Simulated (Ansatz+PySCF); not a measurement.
Two shapes of doublet N₂H₄(+).

Shape 1:

```xyz
6

N    -0.0299    0.0000    0.6535
N     0.0299    0.0000   -0.6535
H     0.0085   -0.8807    1.1529
H     0.0085    0.8807    1.1529
H    -0.0085   -0.8807   -1.1529
H    -0.0085    0.8807   -1.1529
```

Shape 2:

```xyz
6

N    -0.0299    0.0000    0.6535
N     0.0299    0.0000   -0.6535
H     0.0066   -0.8372    1.1283
H     0.0066    0.8372    1.1283
H    -0.0066   -0.8372   -1.1283
H    -0.0066    0.8372   -1.1283
```

Basis set: cc-pVTZ (spherical functions). Frozen core: 2 orbitals. Correlation on ROHF uses semicanonical orbitals with singles. Charge 1, multiplicity 2.

Computed with Ansatz (development build ahead of 0.2.0); each method stands on the lowest determinant of its kind that the runs found.

**Question.** Which shape is lower in energy, and by how much in each method?

**Answer.**

```csv
method,E(2) − E(1) (eV)
ROHF,0.108
UHF,0.113
ROHF-CCSD(T),0.230
```

Shape 1 is lower.
